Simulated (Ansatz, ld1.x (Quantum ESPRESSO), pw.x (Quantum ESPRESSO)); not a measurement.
iridium (Ir): one change to the ultrasoft potential, in the atom and in the sc crystal

```json
{
 "Element": "Ir",
 "Generator": "ld1.x (Quantum ESPRESSO) 7.5",
 "Type": "ultrasoft",
 "Functional": "LDA (PW92)",
 "Relativity": "scalar-relativistic",
 "Frozen core": "[Kr] 4d10 4f14",
 "Valence charge": "17",
 "Reference configuration": "5s2 5p6 5d7 6s2 6p0",
 "Partial waves": "5s (bound): rcut 1.65, rcutus 1.75 bohr; 6s (bound): rcut 1.65, rcutus 1.75 bohr; 5p (bound): rcut 1.50, rcutus 1.75 bohr; 6p (bound, empty): rcut 1.50, rcutus 1.75 bohr; 5d (bound): rcut 1.90, rcutus 2.50 bohr; 5d channel at 0.15 Ry: rcut 1.90, rcutus 2.50 bohr; 5f channel at -0.1 Ry: rcut 1.55, rcutus 1.95 bohr; 5f channel at 1 Ry: rcut 1.55, rcutus 1.95 bohr",
 "Local potential": "all-electron potential smoothed inside 2.35 bohr (lloc = -2)",
 "Core correction": "a·sin(br)/r model core, default radius (core density twice the valence density)",
 "Augmentation charge": "PSQ, inside the norm-conserving radii"
}
```

Change: local potential all-electron potential smoothed inside 1.78 bohr (lloc = -2).

Cutoffs, loose and tight: the cutoffs (Ry, on a coarse ladder) from which the occupation-weighted sum of valence levels, in a spherical-Bessel basis at the reference potential, stays within 10 and 1 mRy of its value at 400 Ry. They do not see the model core or the augmentation charge, which bear on the density cutoff. Test errors are all-electron minus pseudo excitation energies from the reference, over the configurations 5s2 5p6 5d7 6s1 6p0; 5s2 5p6 5d7 6s0 6p0; 5s2 5p6 5d6 6s0 6p0; 5s2 5p6 5d7 6s0 6p2; 5s2 5p5 5d7 6s2 6p0; 5s2 5p6 5d8 6s1 6p0; 5s2 5p6 5d6 6s2 6p0 (two spin-polarised tests are not counted in the largest error); variants that change the core or the reference have their own tests.

Crystal test: sc Ir in pw.x 7.5, no spin, 13³ k-points, Fermi–Dirac smearing 0.01 Ry, cutoffs set for each file from its atomic test. The reference is all-electron LAPW (Ansatz 0.2.0) with the same functional, mesh and smearing; V0 and B0 come from Birch–Murnaghan fits to the pressures at five volumes. Errors are pseudo minus all-electron; Δ is the rms difference of the E(V) curves that follow from these fits, minima aligned, over ±6 % about the mean V0. Mesh and smearing are coarse, so the numbers serve the comparison and aren't converged zero-temperature values; the lattice is a test structure that the element need not adopt.

All-electron: a0 = 2.529 Å (V0 = 16.17 Å³/atom), B0 = 288.0 GPa.

Question: Does the change bring the crystal closer to the all-electron result?

Answer: The mean pressure error goes from +8.29 to +7.01 GPa, so the change moves the solid closer to the all-electron pressures.

```csv
quantity,base,changed
outcome (atom),generated,generated
"cutoff, loose (atom)",35 Ry,35 Ry
"cutoff, tight (atom)",55 Ry,55 Ry
bound ghosts (atom),none,none
largest test error (meV) (atom),test run stopped at test 1 of 9 (negative rho),-622 over the solved tests; 2 of 9 tests not solved or not reliable
cutoffs in pw.x (Ry),70/560,70/560
a0 (Å),2.549,2.546
a0 error (%),+0.81,+0.69
B0 error (%),+4.5,+4.2
Δ (meV/atom),26.0,22.1
mean pressure error (GPa),+8.29,+7.01
```

Base: The largest radius (2.50 bohr) exceeds half the bond length (2.38 bohr), so the spheres overlap, which is one possible source of error among others. This is a poor potential for the solid. Atomic configuration tests: test run stopped at test 1 of 9 (negative rho). Changed file: The largest radius (2.50 bohr) exceeds half the bond length (2.38 bohr), so the spheres overlap, which is one possible source of error among others. This is a poor potential for the solid. Atomic configuration tests: 2 of 9 tests not solved or not reliable. The atomic cutoffs weigh occupied waves only.
